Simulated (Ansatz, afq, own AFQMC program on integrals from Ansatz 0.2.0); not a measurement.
Integrals from Ansatz 0.2.0, then the random walk in our own AFQMC program (afq).

```yaml
crystal:
  periodic: [false, false, false]
  atoms:
    - {symbol: Si, position_ang: [0.000000, -0.066010, 1.277710]}
    - {symbol: Al, position_ang: [0.000000, 0.014356, -1.367591]}
    - {symbol: H, position_ang: [0.000000, 1.455013, 1.006599]}
basis:
  gaussian: {orbitals: cc-pVDZ}
total_charge: 1
magnetization: {spin_polarized: true, initial_magnetization: 1}
correlation: {method: ccsd_t, electrons: outside_noble_gas, hamiltonian_folder: ham}
```

```sh
$ ansatz run in.yaml --threads 1 --pin off --events-out ev --progress --plain --max-ram 24576MiB --backend cuda --devices 0, --max-vram 18GiB
```

Options of the walk:

```
--method phaseless --trial hf --walkers 4000 --populations 20 --least-time 40 --time-step 0.005 --steps-per-block 20 --equilibration-blocks 112 --max-blocks 4000 --target-error 0.0008 --factor-cut 1e-05 --start spin_pure --seed 1249 --taylor-order 6
```

Times are imaginary, in 1/Eh. The walk had a cap of 49 s. With eight or more populations the least sampling time is a fifth of least-time, and the error comes from their spread.

afq prints:

```
orbitals 31  electrons 4 3  factors 223 of 411
reference energy -531.11593057 Eh
CCSD correlation -0.13347222 Eh in 14 cycles, weight of the determinant in the CISD state 0.8669
energy of the start -531.116859 Eh
 block  time / (1/Eh)  mean weight  energy / Eh
     1     0.100  1.0003  -531.132990
     2     0.200  1.0005  -531.146882
     3     0.300  1.0005  -531.158706
     4     0.400  1.0005  -531.168822
     5     0.500  1.0005  -531.177447
     8     0.800  1.0004  -531.197494
    13     1.300  1.0002  -531.218576
    25     2.500  0.9999  -531.239383
    37     3.700  1.0000  -531.249572
    49     4.900  1.0000  -531.251591
    61     6.100  0.9999  -531.251450
    73     7.300  1.0001  -531.256222
    85     8.500  1.0000  -531.253266
    97     9.700  0.9997  -531.250825
   109    10.900  1.0001  -531.253145
   121    12.100  1.0001  -531.255409
   129    12.900  1.0001  -531.258470
   133    13.300  1.0001  -531.253487
   145    14.500  0.9998  -531.254570
   157    15.700  1.0000  -531.256336
   169    16.900  1.0000  -531.253166
   181    18.100  1.0001  -531.250842
   189    18.900  1.0003  -531.251435
error from the spread of 20 populations
energy -531.252853 +/- 0.000796 Eh
(rows thinned)
```

The run passed its tests (sampling time, drift between the halves within three errors, error under three times the target), which doesn't prove that it has relaxed.

Against this walk (error 21.7 meV) on the same determinant: CCSD(T) 6.9 meV lower (within the noise), CCSDT(Q) 42.0 meV lower (within the noise), CCSDTQ 42.9 meV lower (within the noise), full CI 43.1 meV lower (within the noise), a separate phaseless walk with a CISD trial and standard settings 31.3 ± 21.9 meV lower (within the noise). The error is statistical and leaves out the bias of the constraint.

Cautions: constraint bias not in the error; the determinant is a saddle point among determinants of its kind; unrestricted determinant slightly spin contaminated (⟨S²⟩ 0.82 against 0.75).

The walk took 13 s on 1 × NVIDIA H100 80GB HBM3 with 2 threads of AMD EPYC 7R13 Processor (Zen 3), on a shared host (the card was shared). The log's last line is the phaseless energy.

CCSDT and higher add their correlation energy to the determinant of the CCSD(T) run, since their own runs factorise the integrals more tightly (a shift of under 2 meV). A walk keeps the symmetry of its determinant, which the program's search chose and which needn't be the lowest solution, so a lower state of the same spin and another symmetry isn't excluded.
